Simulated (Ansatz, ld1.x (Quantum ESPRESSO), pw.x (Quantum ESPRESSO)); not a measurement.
osmium (Os): one change to the TM potential, in the atom and in the fcc crystal

```
Element                 : Os (Z = 76)
Generator               : ld1.x (Quantum ESPRESSO) 7.5
Type                    : norm-conserving Troullier–Martins (Kleinman–Bylander form)
Functional              : PBEsol
Relativity              : scalar-relativistic
Frozen core             : [Xe] 4f14
Valence charge          : 8
Reference configuration : 5d6 6s0 6p0 (charge +2)
Partial waves           : 6p (bound, empty): rc 3.00 bohr; 5d (bound): rc 1.65 bohr; 6s (bound, empty): rc 2.05 bohr
Local potential         : the s channel
Core correction         : none
```

Change: core correction a·sin(br)/r model core inside 0.82 bohr.

Cutoffs, loose and tight: the cutoffs (Ry, on a coarse ladder) from which the occupation-weighted sum of valence levels, in a spherical-Bessel basis at the reference potential, stays within 10 and 1 mRy of its value at 400 Ry. They do not see the model core or the augmentation charge, which bear on the density cutoff. Test errors are all-electron minus pseudo excitation energies from the reference, over the configurations 5d6 6s2 6p0; 5d6 6s1 6p0; 5d5 6s0 6p0; 5d7 6s0 6p0; 5d6 6s0 6p1; 5d5 6s2 6p0; 5d6 6s1 6p1; variants that change the core or the reference have their own tests.

Crystal test: fcc Os in pw.x 7.5, no spin, 15³ k-points, Fermi–Dirac smearing 0.01 Ry, cutoffs set for each file from its atomic test. The reference is all-electron LAPW (Ansatz 0.2.0) with the same functional, mesh and smearing; V0 and B0 come from Birch–Murnaghan fits to the pressures at five volumes. Errors are pseudo minus all-electron; Δ is the rms difference of the E(V) curves that follow from these fits, minima aligned, over ±6 % about the mean V0. Mesh and smearing are coarse, so the numbers serve the comparison and aren't converged zero-temperature values; the lattice is a test structure that the element need not adopt.

All-electron: a0 = 3.821 Å (V0 = 13.94 Å³/atom), B0 = 421.5 GPa.

Task: Does the change bring the crystal closer to the all-electron result?

Result: The mean pressure error goes from +1.92 to +12.41 GPa, so the change moves the solid further from the all-electron pressures.

| quantity | base | changed |
| --- | --- | --- |
| outcome (atom) | generated | generated |
| cutoff, loose (atom) | 35 Ry | 35 Ry |
| cutoff, tight (atom) | 55 Ry | 55 Ry |
| bound ghosts (atom) | none | none |
| largest test error (meV) (atom) | -74 | -138 |
| cutoffs in pw.x (Ry) | 70/280 | 70/280 |
| a0 (Å) | 3.826 | 3.857 |
| a0 error (%) | +0.14 | +0.95 |
| B0 error (%) | +3.0 | -3.4 |
| Δ (meV/atom) | 5.8 | 36.3 |
| mean pressure error (GPa) | +1.92 | +12.41 |

Base: The largest radius (3.00 bohr) exceeds half the bond length (2.55 bohr), so the spheres overlap, which is one possible source of error among others. Changed file: The largest radius (3.00 bohr) exceeds half the bond length (2.55 bohr), so the spheres overlap, which is one possible source of error among others. This is a poor potential for the solid. The atomic cutoffs weigh occupied waves only.
